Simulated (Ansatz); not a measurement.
# CH2Si (quintet): wave-function methods side by side, 6-31G

Aim: climb from Hartree-Fock through coupled cluster and multireference methods for CH2Si (quintet) at one geometry and basis, and see what each rung misses.

Method: 6-31G, core rule «outside noble gas», up to 6 orbitals frozen; program: Ansatz 0.2.0, Gaussian basis.

The runs, in order: UHF; CCSD(T) on ROHF; CCSD(T) on UHF; BCCD(T) on ROHF; CISD; CCSDT(Q) on ROHF; CCSDT(Q) on UHF; CISDTQ; CCSDTQ on ROHF; CCSDTQ on UHF; CASSCF and MRCISD+Q, 10 electrons in 10 orbitals; CASSCF and NEVPT2, 10 electrons in 10 orbitals; Full CI.

4 further runs of the same task are left out: 4 set aside as unsound or not needed.

## 1. The geometry

The geometry is a PBE0/def2-TZVP stationary point (not a proven minimum) of the parent state, kept for this charge and spin.

4 atoms, charge 0, spin multiplicity 5.

Atoms are counted from 1 here; the program's logs count them from 0.

Bond lengths: Si1–C2 1.865 Å, C2–H3 1.091 Å, C2–H4 1.091 Å. Angles: Si1–C2–H3 123.8°, Si1–C2–H4 123.8°, H3–C2–H4 112.4°.

Geometry (Å):

```xyz
4
CH2Si
Si    0.0000    0.0000    0.6502
C     0.0000    0.0000   -1.2146
H     0.0000   -0.9068   -1.8218
H     0.0000    0.9068   -1.8218
```

## 2. UHF

Contents of in.yaml:

```yaml
crystal:
  periodic: [false, false, false]
  atoms:
    - {symbol: Si, position_ang: [0.000000, 0.000000, 0.650177]}
    - {symbol: C, position_ang: [0.000000, 0.000000, -1.214577]}
    - {symbol: H, position_ang: [0.000000, -0.906814, -1.821841]}
    - {symbol: H, position_ang: [0.000000, 0.906814, -1.821841]}
basis:
  gaussian: {orbitals: 6-31G}
magnetization: {spin_polarized: true, initial_magnetization: 4}
hamiltonian: {xc: hf}
output: {orbitals: {seedname: orbitals}}
```

Run with:

```
$ ansatz run in.yaml --threads 1 --pin off --events-out ev --progress --plain --max-ram 4096MiB --backend cpu
```

Further steps of the session: CCSD(T) on ROHF; CCSD(T) on UHF; BCCD(T) on ROHF; CISD; CCSDT(Q) on ROHF; CCSDT(Q) on UHF; CISDTQ; CCSDTQ on ROHF; CCSDTQ on UHF; CASSCF and MRCISD+Q, 10 electrons in 10 orbitals; CASSCF and NEVPT2, 10 electrons in 10 orbitals; Full CI.

Before running them: what should the planned runs give, taken together? Wanted: FCI below the RHF energy; RMP2 from FCI; UMP2 from FCI; RCCSD from FCI; RCCSD(T) from FCI; UCCSD(T) from FCI; RCCSDT(Q) from FCI; UCCSDT(Q) from FCI; NEVPT2 valence from FCI.

The runs gave:

| quantity | value |
| --- | --- |
| FCI below the RHF energy | -3.0428 eV |
| RMP2 from FCI | +15.07 kcal/mol |
| UMP2 from FCI | +14.84 kcal/mol |
| RCCSD from FCI | +1.42 kcal/mol |
| RCCSD(T) from FCI | +0.32 kcal/mol |
| UCCSD(T) from FCI | +0.32 kcal/mol |
| RCCSDT(Q) from FCI | +0.01 kcal/mol |
| UCCSDT(Q) from FCI | -0.01 kcal/mol |
| NEVPT2 valence from FCI | +7.22 kcal/mol |
| MRCISD+Q valence from FCI | +0.28 kcal/mol |
| levels within 1 kcal/mol (43 meV) | RCCSD(T), UCCSD(T), BCCD(T), RCCSDT, UCCSDT, CISDTQ, RCCSDT(Q), UCCSDT(Q), RCCSDTQ, UCCSDTQ, MRCISD+Q valence |
| T1 diagnostic | 0.017 |
| effectively unpaired electrons | 4.02 |

In words: RCCSD(T) lands +0.32 kcal/mol from the yardstick (0.5 % of the correlation energy). One determinant dominates. Of the multireference levels listed MRCISD+Q valence comes nearest in total energy (+0.28 kcal/mol), which doesn't show that its space is the better one. These misses are within one basis, not against nature; the frozen cores of restricted and unrestricted runs differ, which can shift their rows.
